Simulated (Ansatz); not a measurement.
**Si2PH7: basis-set convergence**

The task here is to estimate one member of a computed series from the others.

The runs use Ansatz 0.2.0, Gaussian basis; one geometry, several basis sets.

Levels to be run: PBE0-D4/def2-SVP; ωB97M-V/def2-SVP; PBE0-D4/def2-QZVPP; ωB97M-V/def2-QZVPP; CCSD(T)/cc-pV(D+d)Z; CCSD(T)/cc-pV(T+d)Z; CCSD(T)/cc-pV(Q+d)Z; the functionals' def2-TZVPP values are taken from earlier runs.

### The geometry

All runs share one geometry, relaxed beforehand with PBE0-D4 in a triple-zeta def2 set.

SMILES `[SiH3]P[SiH3]`, 10 atoms, charge 0, spin multiplicity 1.

Atoms are counted from 1 here; the program's logs count them from 0.

Bond lengths: Si1–P2 2.250 Å, Si1–H4 1.486 Å, Si1–H5 1.487 Å, Si1–H6 1.486 Å, P2–Si3 2.250 Å, P2–H7 1.422 Å, Si3–H8 1.486 Å, Si3–H9 1.486 Å, Si3–H10 1.487 Å. Angles: P2–Si1–H4 108.7°, P2–Si1–H5 113.6°, P2–Si1–H6 107.4°, H4–Si1–H5 109.0°, H4–Si1–H6 109.1°, H5–Si1–H6 108.9°, Si1–P2–Si3 95.8°, Si1–P2–H7 94.6°, Si3–P2–H7 94.6°, P2–Si3–H8 108.7°, P2–Si3–H9 107.4°, P2–Si3–H10 113.6°, H8–Si3–H9 109.1°, H8–Si3–H10 109.0°, H9–Si3–H10 108.9°.

Set-up of the first run:

in.yaml

```yaml
crystal:
  periodic: [false, false, false]
  atoms:
    - {symbol: Si, position_ang: [-1.293646, 0.738956, -0.772210]}
    - {symbol: P, position_ang: [-0.480899, -1.286939, -0.226869]}
    - {symbol: Si, position_ang: [1.218581, -0.517749, 1.031032]}
    - {symbol: H, position_ang: [-2.304616, 0.573952, -1.848769]}
    - {symbol: H, position_ang: [-0.250310, 1.695041, -1.230141]}
    - {symbol: H, position_ang: [-1.955980, 1.292649, 0.437515]}
    - {symbol: H, position_ang: [0.301302, -1.417242, -1.407677]}
    - {symbol: H, position_ang: [2.134177, -1.647004, 1.338797]}
    - {symbol: H, position_ang: [0.636593, -0.003125, 2.297989]}
    - {symbol: H, position_ang: [1.994807, 0.571461, 0.380323]}
basis:
  gaussian: {orbitals: def2-SVP}
hamiltonian: {xc: pbe0, dispersion: d4}
output: {orbitals: {seedname: orbitals}}
```

Run with:

```
ansatz run in.yaml --threads 2 --pin off --events-out ev --progress --plain --max-ram 32768MiB --backend cpu
```

Among the steps run: PBE0-D4 in def2-SVP; ωB97M-V in def2-SVP; PBE0-D4 in def2-QZVPP; ωB97M-V in def2-QZVPP.

One of the session's tables, all rows but one given; the rest of the session is left out.

It belongs to the step «Density functionals: the series». 

```
functional       basis  HOMO (eV)  LUMO (eV)
   PBE0-D4    def2-SVP      -7.49       0.28
   PBE0-D4  def2-TZVPP          ?          ?
   PBE0-D4  def2-QZVPP      -7.52      -0.16
   ωB97M-V    def2-SVP      -9.51       2.17
   ωB97M-V  def2-TZVPP      -9.57       1.61
   ωB97M-V  def2-QZVPP      -9.58       1.21
```

**Question.** Estimate the row for PBE0-D4, def2-TZVPP.

**Answer.** HOMO (eV): -7.51; LUMO (eV): -0.01. In the column «HOMO (eV)» it lies between PBE0-D4, def2-QZVPP (-7.52) and PBE0-D4, def2-SVP (-7.49).
